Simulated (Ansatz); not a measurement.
hcp Mg, treated with revPBE (PAW; Ansatz, a first-principles code).

Settings: plane-wave cutoff 520 eV, 18×18×8 k mesh (along the axes of the cell as run), Fermi–Dirac smearing 0.1 eV, perturbation theory, scalar-relativistic PAW data made under PBE.

Computed at the level's own relaxed cell.

Mg is taken in the hexagonal space group P6₃/mmc (No. 194), the hcp (Mg type) structure, Pearson symbol hP2. Cell: a = b = 3.2275 Å, c = 5.2241 Å, α = β = 90.00°, γ = 120.00°. Mg on 2c has 12 Mg at 3.209–3.228 Å (anticuboctahedral). (Neighbours: up to the widest gap in distance over summed covalent radii, below 1.35, at either atom.)

Harmonic phonon frequencies (cm⁻¹; i marks an imaginary mode):

```json
[
 {"q point": "Γ", "frequencies": "0 0 0 124 124 244"},
 {"q point": "M", "frequencies": "121 131 180 196 219 230"},
 {"q point": "K", "frequencies": "165 165 184 191 191 221"},
 {"q point": "A", "frequencies": "92 92 92 92 175 175"}
]
```

No imaginary mode appears at these points.
